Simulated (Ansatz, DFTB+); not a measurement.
## Strength of the N–O bond: HNO3 → HO2 + NO

Species: HNO3 `O=NOO`, singlet; HO2 (hydroperoxy) `[O]O`, doublet; NO, doublet. 

Shapes, held fixed at every level: PBE0-D4/def2-TZVP. Flexible molecules stand in one conformer, not always the lowest. Programs: Ansatz 0.2.0, DFTB+ 25.1. The zero-point and thermal change to 298 K, harmonic and unscaled (PBE0-D4/def2-TZVP), is -7.9 kJ/mol.

Task: Estimate ΔH(298 K) of this reaction.

Result: The highest level, CCSD(T)/CBS estimate, gives ΔH(298 K) = +120.6 kJ/mol; the levels span -88.2 to +240.2. They disagree on the sign: 7 of 9 are positive. DFTB1 strays far from the other rows. The column of differences is taken from that level and isn't an error. Hartree–Fock misses the correlation of the pair that is broken and comes out low. No measured value is set beside it here. T1 is large for HNO3, so single-reference values are less sure there. Open shells run unrestricted unless RO is named. The CBS estimate extrapolates MP2 from def2-TZVPP and def2-QZVPP and adds CCSD(T) − MP2 in the triple-zeta set, cores frozen.

```
                level                   kind  ΔH(298 K) (kJ/mol)  less CCSD(T)/CBS estimate
                DFTB1         semi-empirical              +240.2                     +119.6
          HF/def2-SVP           Hartree–Fock               -88.2                     -208.8
        HF/def2-TZVPP           Hartree–Fock               -82.8                     -203.4
 r2SCAN-D4/def2-TZVPP               meta-GGA              +132.9                      +12.3
   PBE0-D4/def2-TZVPP          global hybrid              +114.8                       -5.8
r2SCAN0-D4/def2-TZVPP          global hybrid               +94.4                      -26.2
    B2PLYP/def2-TZVPP          double hybrid              +103.3                      -17.3
     CCSD(T)/def2-SVP  coupled cluster or CI               +81.3                      -39.3
 CCSD(T)/CBS estimate  coupled cluster or CI              +120.6                        0.0
```
